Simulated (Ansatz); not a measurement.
Reaction (silylene formation by 1,1-elimination): `C=C[SiH3]` → ethylene + `[SiH2]`

Calculated with Ansatz (gas phase, PBE0-D4/def2-TZVP geometries, no zero-point term in ΔE). CCSD(T)/CBS is the MP2 limit (def2-TZVPP, def2-QZVPP) plus CCSD(T) − MP2 in def2-TZVPP, frozen cores. This one scheme is used for every species. DFT in def2-TZVPP.

(1) Is it downhill or uphill in electronic energy at CCSD(T)/CBS, and by how much? (An estimate is asked.)

(2) What do these levels give: BLYP-D4, PBE0-D4, r2SCANh-D4, r2SCAN0-D4, CAM-B3LYP-D4, BHLYP, CCSD/def2-SVP, CCSD/def2-TZVPP, SCS-MP2/def2-QZVPP, HF/CBS(def2), MP2/CBS(def2), CCSD/CBS(def2)? (Estimate.)

(3) What do rigid-rotor, harmonic-oscillator terms from PBE0-D4/def2-TZVP frequencies (298.15 K, 1 bar) make of the CCSD(T)/CBS value? (Best estimate.)

Largest T1 diagnostic among the species: 0.014.

Results:

(1) Computed: Uphill: ΔE = +56.2 kcal/mol.

(2) Computed: BLYP-D4 53.0, PBE0-D4 59.0, r2SCANh-D4 61.2, r2SCAN0-D4 61.4, CAM-B3LYP-D4 56.9, BHLYP 55.1, CCSD/def2-SVP 51.3, CCSD/def2-TZVPP 53.6, SCS-MP2/def2-QZVPP 57.8, HF/CBS(def2) 52.1, MP2/CBS(def2) 61.1, CCSD/CBS(def2) 55.1 kcal/mol.

(3) Computed: ΔZPE = -2.6 kcal/mol, ΔH = +54.9 kcal/mol, ΔS = 140 J/(mol·K), ΔG = +44.9 kcal/mol.

At CCSD(T), def2-SVP lies −3.9 kcal/mol from the extrapolated value and def2-TZVPP −1.5 kcal/mol. Leaving LDA and LC-ωPBE aside and taking each functional with its dispersion term where it has one, the values spread over 8.4 kcal/mol, from BLYP-D4 to r2SCAN0-D4. LDA lies +8.1 kcal/mol from PBE without D4. In def2-TZVPP, CCSD(T) changes the Hartree–Fock value by +2.9 kcal/mol (the triples alone add +1.1 kcal/mol) and MP2 by +7.8 kcal/mol.
